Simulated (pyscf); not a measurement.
Single points on ωB97X-D3(BJ)/def2-SVP structures (PySCF, gas phase).

Task: H₂B–O–B(Cl)–Cl (SMILES BOB(Cl)Cl) + H₂ (SMILES [H][H]) → HO–B(Cl)–Cl (SMILES OB(Cl)Cl) + BH₃ (SMILES B)
Surface: singlet. Broken: B–O, H–H. Formed: H–O, B–H. Give ΔE‡ and ΔE from ωB97M-D3(BJ)/def2-TZVP, relative to the separated reactants.

Result: ΔE‡ = 1.55 eV, ΔE = +0.98 eV. Zero-point energy shifts the barrier by +0.16 eV. It is a four-centre exchange, with an imaginary mode of 1417i cm⁻¹. On the product side the descent ends in an adduct with a B–O contact, 0.37 eV under the separated species and 0.96 eV under the saddle at ωB97X-D3(BJ)/def2-TZVP. What is counted as broken (B–O) persists as a longer contact in the product adduct; parting that adduct is a step of its own. One saddle was located; it need not be the lowest between these sides.
